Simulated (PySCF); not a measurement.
Simulated outer-valence photoelectron spectrum of `[SiH2](S)[SiH3]`. Method used: EOM-IP-CCSD/aug-cc-pVDZ in PySCF, restricted Hartree–Fock reference, 15 core orbitals frozen, non-relativistic, gas phase, PBE0-D3(BJ)/def2-SVP geometry.

Each root has a Gaussian of 0.6 eV full width with its one-hole share as area; cross sections and vibrations are left out, and the highest printed point is 100.

| ionisation energy (eV) | intensity |
| --- | --- |
| 8.6 | 1 |
| 8.8 | 4 |
| 9.0 | 18 |
| 9.2 | 41 |
| 9.4 | 51 |
| 9.6 | 34 |
| 9.8 | 12 |
| 10.0 | 3 |
| 10.2 | 3 |
| 10.4 | 14 |
| 10.6 | 36 |
| 10.8 | 51 |
| 11.0 | 40 |
| 11.2 | 21 |
| 11.4 | 23 |
| 11.6 | 47 |
| 11.8 | 67 |
| 12.0 | 73 |
| 12.2 | 72 |
| 12.4 | 76 |
| 12.6 | 95 |
| 12.8 | 100 |
| 13.0 | 65 |
| 13.2 | 24 |
| 13.4 | 6 |
| 13.6 | 7 |
| 13.8 | 23 |
| 14.0 | 46 |
| 14.2 | 48 |
| 14.4 | 27 |
| 14.6 | 8 |
| 14.8 | 1 |
| 15.0 | 0 |
| 15.2 | 0 |
| 15.4 | 0 |
| 15.6 | 0 |
| 15.8 | 0 |
| 16.0 | 0 |
| 16.2 | 3 |
| 16.4 | 15 |
| 16.6 | 36 |
| 16.8 | 47 |
| 17.0 | 33 |
| 17.2 | 13 |
| 17.4 | 3 |
| 17.6 | 0 |

Problem. Where are the maxima, and how many lines lie under the curve?

Solution. 6 maxima, at 9.4, 10.8, 12.0, 12.7, 14.1 and 16.8 eV, from 8 lines. At this width some lines have no maximum of their own.

Problem. List the lines with their holes.

Solution. 
| E (eV) | leading hole (HF orbital) | area | Koopmans (eV) |
| --- | --- | --- | --- |
| 9.37 | HOMO | 0.95 | 9.96 |
| 10.81 | HOMO-1 | 0.95 | 11.45 |
| 11.76 | HOMO-2 | 0.94 | 12.50 |
| 12.18 | HOMO-3 | 0.94 | 12.99 |
| 12.70 | HOMO-4 | 0.94 | 13.48 |
| 12.82 | HOMO-5 | 0.94 | 13.63 |
| 14.12 | HOMO-6 | 0.94 | 15.03 |
| 16.79 | HOMO-7 | 0.86 | 18.39 |

The widest gap, 2.67 eV, lies between 14.12 and 16.79 eV. Only orbitals with −ε under 21 eV, eight at most, were ionised, so the high end of the curve may lack lines.

Shape of the structure used: `[SiH3:1][SiH2:2][SH:3]`: H–S3–Si2–Si1 -56°.

One conformer stands for the species.
